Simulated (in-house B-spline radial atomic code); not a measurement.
Results of a calculation; reference values are marked as such.
## S ion on C atom: potential, deflection and energy transfer

The pair potential comes from two frozen, spherical free-atom densities (PBE, B-spline radial code, scalar-relativistic past argon): electrostatics plus the change in Thomas-Fermi kinetic and Dirac exchange energy where they overlap, the recipe behind the universal ZBL potential, which averages such potentials (from solid-state densities) over many pairs. It is written V = (Z1 Z2 e²/r) φ(r/a), with e² = 14.3996 eV·Å and a = 0.46850 Å/(Z1^0.23 + Z2^0.23); ZBL's fit is φ = 0.18175 e^(−3.1998x) + 0.50986 e^(−0.94229x) + 0.28022 e^(−0.4029x) + 0.02817 e^(−0.20162x). Where φ falls below 4e-4 it is continued as an exponential.

Masses 32.06 and 12.01 u.

| x = r/a | φ, this pair | φ, ZBL |
| --- | --- | --- |
| 0.1 | 0.9025 | 0.8928 |
| 0.5 | 0.6424 | 0.6096 |
| 1.5 | 0.3305 | 0.2995 |
| 3 | 0.152 | 0.1292 |
| 5 | 0.06714 | 0.05224 |
| 8 | 0.01949 | 0.01705 |
| 12 | 0.004785 | 0.00474 |
| 17 | 0.0009302 | 0.001212 |

Problem. At x = 5 the electrostatic, kinetic and exchange parts are 18.74, 138.68 and -22.62 eV. Find r, V and φ.

Solution. a = 0.46850/(1.8921 + 1.5100) = 0.13771 Å, so r = 0.68854 Å. V = 18.74 + 138.68 + (-22.62) = 134.80 eV. The bare repulsion is 16 × 6 × 14.3996/0.68854 = 2007.7 eV, so φ = 0.0671, +28.5 % against ZBL's 0.0522. The kinetic (Pauli) term is 103 % of V here, as the other two terms together attract.

Problem. The ion comes in at 3.683 keV with impact parameter 0.6885 Å. The scattering integral gives a centre-of-mass angle of 13.6° and a closest approach of 5.306 a. What are the reduced energy, the energy passed on and the laboratory angles?

Solution. ε = E a M2/(Z1 Z2 e² (M1 + M2)) = 3683 × 2.7148e-05 = 0.1. The most that one collision can pass on is γE with γ = 4 M1 M2/(M1 + M2)² = 0.7930. Here T = γE sin²(θ/2) = 0.7930 × 3683 × 0.01403 = 40.98 eV. The ion turns by arctan(sin θ/(cos θ + M1/M2)) = 3.7°, and the struck atom leaves at (180° − θ)/2 = 83.2°. The closest approach is 0.731 Å. With ZBL the angle would be 10.78° and T = 25.79 eV.
